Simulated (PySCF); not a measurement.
PySCF job for C2H5, SMILES [CH2]C, multiplicity 2, PBE-D3(BJ)/def2-TZVP. Geometry: PBE-D3(BJ)/def2-TZVP. The isomer is the one that the SMILES or the coordinates give; other isomers of the formula were not compared.

```python
import numpy as np
from pyscf import gto, scf, dft, df
from pyscf.hessian import thermo

mol = gto.M(
    atom='''
    C     0.79184739    0.01769205   -0.00000000
    C    -0.69074311    0.00273607    0.00000000
    H     1.35376186   -0.03986783   -0.93174779
    H     1.35376186   -0.03986783    0.93174779
    H    -1.09678311   -1.03042325    0.00000000
    H    -1.10868316    0.49379510   -0.89211898
    H    -1.10868315    0.49379510    0.89211897
    ''',
    basis='def2-TZVP',
    charge=0,
    spin=1,
    max_memory=1600,
    verbose=3,
)
mf = dft.UKS(mol, xc='pbe').density_fit(auxbasis='def2-universal-jkfit')
mf.disp = 'd3bj'
mf.grids.level = 3
mf.conv_tol = 1e-11
mf.max_cycle = 100
mf.kernel()
fine, coarse = mf.grids, dft.Grids(mol).set(level=1).build(with_non0tab=True)
for _ in range(3):  # follow internal instabilities
    mf.grids = coarse
    mo, _, stable, _ = mf.stability(return_status=True, nroots=4)
    mf.grids = fine
    if stable:
        break
    mf.kernel(mf.make_rdm1(mo, mf.mo_occ))

# [left out here: the lines that compute and print the analytic Hessian (its translational invariance restored by hand, since the grid's response is missing), thermochemistry and intensities]
```

Log of the run:

```

WARN: HOMO -0.198542075824914 >= LUMO -0.198542075824921

converged SCF energy = -79.0672424505809  <S^2> = 0.75376247  2S+1 = 2.0037589
<class 'pyscf.df.df_jk.DFUKS'> wavefunction is stable in the internal stability analysis

WARN: DFTD3 does not support analytical Hessian, using finite difference


WARN: Mole.unit (angstrom) is changed to Bohr

Mode                                 0                   1                   2
Irrep
Freq [cm^-1]                      104.1870            486.9143            788.3349
Reduced mass [au]                   1.0084              1.2133              1.0510
Force const [Dyne/A]                0.0064              0.1695              0.3849
Char temp [K]                     149.9020            700.5613           1134.2384
Normal mode                   x     y     z       x     y     z       x     y     z
       0   C                -0.00 -0.00  0.00    0.00  0.12  0.00   -0.00 -0.00  0.05
       1   C                -0.00  0.00 -0.01    0.00 -0.00  0.00    0.00  0.00  0.04
       2   H                 0.03  0.56 -0.02   -0.05 -0.61  0.01   -0.45  0.01 -0.23
       3   H                -0.03 -0.56 -0.02   -0.05 -0.61 -0.01    0.45 -0.01 -0.23
       4   H                 0.00 -0.00  0.38    0.17 -0.07 -0.00   -0.00  0.00 -0.20
       5   H                 0.00 -0.29 -0.15   -0.06 -0.07 -0.00    0.41 -0.04 -0.18
       6   H                -0.00  0.29 -0.15   -0.06 -0.07  0.00   -0.41  0.04 -0.18
Mode                                 3                   4                   5
Irrep
Freq [cm^-1]                      942.8301           1059.6332           1152.0025
Reduced mass [au]                   1.3343              3.2624              1.4842
Force const [Dyne/A]                0.6988              2.1583              1.1605
Char temp [K]                    1356.5226           1524.5762           1657.4751
Normal mode                   x     y     z       x     y     z       x     y     z
       0   C                 0.01  0.08  0.00   -0.18  0.00  0.00   -0.00 -0.00  0.11
       1   C                -0.01 -0.12 -0.00    0.17 -0.00 -0.00   -0.00  0.00 -0.13
       2   H                 0.03 -0.06  0.01   -0.24  0.02 -0.03   -0.37 -0.01 -0.11
       3   H                 0.03 -0.06 -0.01   -0.24  0.02  0.03    0.37  0.01 -0.11
       4   H                -0.64  0.14  0.00    0.11  0.01  0.00    0.00 -0.00  0.26
       5   H                 0.28  0.24  0.05    0.23 -0.00 -0.03   -0.35  0.09  0.10
       6   H                 0.28  0.24 -0.05    0.23 -0.00  0.03    0.35 -0.09  0.10
Mode                                 6                   7                   8
Irrep
Freq [cm^-1]                     1342.7781           1414.3233           1426.2745
Reduced mass [au]                   1.1849              1.0850              1.0327
Force const [Dyne/A]                1.2588              1.2788              1.2377
Char temp [K]                    1931.9587           2034.8964           2052.0915
Normal mode                   x     y     z       x     y     z       x     y     z
       0   C                -0.01 -0.00 -0.00   -0.06  0.01  0.00   -0.00  0.00 -0.02
       1   C                -0.11 -0.02  0.00   -0.01  0.04  0.00    0.00  0.00 -0.04
       2   H                 0.08  0.00  0.05    0.37 -0.02  0.25    0.06 -0.02  0.01
       3   H                 0.08  0.00 -0.05    0.37 -0.02 -0.25   -0.06  0.02  0.01
       4   H                 0.54 -0.24 -0.00   -0.19  0.09 -0.00   -0.00  0.00  0.66
       5   H                 0.41  0.25 -0.08    0.18 -0.35 -0.29    0.33  0.38  0.04
       6   H                 0.41  0.25  0.08    0.18 -0.35  0.29   -0.33 -0.38  0.04
Mode                                 9                  10                  11
Irrep
Freq [cm^-1]                     1430.2874           2880.1181           2978.9278
Reduced mass [au]                   1.1623              1.0612              1.0672
Force const [Dyne/A]                1.4009              5.1863              5.5796
Char temp [K]                    2057.8652           4143.8487           4286.0138
Normal mode                   x     y     z       x     y     z       x     y     z
       0   C                -0.09 -0.01  0.00    0.00  0.00 -0.00   -0.00 -0.00 -0.00
       1   C                 0.06 -0.03  0.00    0.03  0.06 -0.00    0.04 -0.06  0.00
       2   H                 0.37 -0.02  0.27    0.01  0.00 -0.01    0.00 -0.00 -0.00
       3   H                 0.37 -0.02 -0.27    0.01  0.00  0.01    0.00 -0.00  0.00
       4   H                 0.11 -0.04 -0.00   -0.33 -0.89  0.00    0.08  0.16  0.00
       5   H                -0.23  0.26  0.29   -0.04  0.09 -0.11   -0.25  0.29 -0.55
       6   H                -0.23  0.26 -0.29   -0.04  0.09  0.11   -0.25  0.29  0.55
Mode                                12                  13                  14
Irrep
Freq [cm^-1]                     3027.3884           3085.0234           3183.0419
Reduced mass [au]                   1.1016              1.0510              1.1183
Force const [Dyne/A]                5.9484              5.8934              6.6757
Char temp [K]                    4355.7378           4438.6617           4579.6886
Normal mode                   x     y     z       x     y     z       x     y     z
       0   C                 0.00 -0.00  0.01    0.06 -0.00 -0.00   -0.00  0.00 -0.09
       1   C                 0.00 -0.00 -0.09   -0.00 -0.00  0.00    0.00  0.00 -0.01
       2   H                 0.02 -0.01 -0.04   -0.34  0.03  0.60   -0.35  0.03  0.57
       3   H                -0.02  0.01 -0.04   -0.34  0.03 -0.60    0.35 -0.03  0.57
       4   H                 0.00  0.00 -0.03   -0.00 -0.01  0.00    0.00  0.00 -0.00
       5   H                 0.25 -0.31  0.54   -0.00  0.00 -0.01    0.02 -0.02  0.04
       6   H                -0.25  0.31  0.54   -0.00  0.00  0.01   -0.02  0.02  0.04
temperature 298.1500 [K]
pressure 101325.00 [Pa]
Rotational constants [GHz] 102.66072 22.76170 21.06658
Symmetry number 1
Zero-point energy (ZPE) 0.05764 [Eh]   151339.956 [J/mol]
                           tot       elec      trans        rot        vib
Entropy [J/mol/K]       257.009      5.763    150.768     81.247     19.231
Cv [J/mol/K]             47.187      0.000     12.472     12.472     22.243
Cp [J/mol/K]             55.501      0.000     20.786     12.472     22.243
Internal energy [J/mol]                      3718.434   3718.434 154405.257
Internal energy [Eh]   -79.00560  -79.06724
Enthalpy [J/mol]                             6197.391   3718.434 154405.257
Enthalpy [Eh]          -79.00466
Gibbs free energy [J/mol]                  -38754.186 -20505.254 148671.472
Gibbs free energy [Eh] -79.03384
mode   freq/cm-1   IR/(km/mol)
   1      104.19         0.001
   2      486.91        59.211
   3      788.33         2.423
   4      942.83         0.738
   5     1059.63         0.209
   6     1152.00         2.513
   7     1342.78         3.177
   8     1414.32         3.909
   9     1426.27         6.380
  10     1430.29         2.509
  11     2880.12        24.522
  12     2978.93        20.119
  13     3027.39        17.194
  14     3085.02        15.787
  15     3183.04        12.263
max |gradient| / (hartree/bohr): 6.462298770712676e-05
APT charges: [-0.052   0.041   0.0179  0.0179 -0.0109 -0.007  -0.007 ]
```

The calculation finished and met its thresholds.
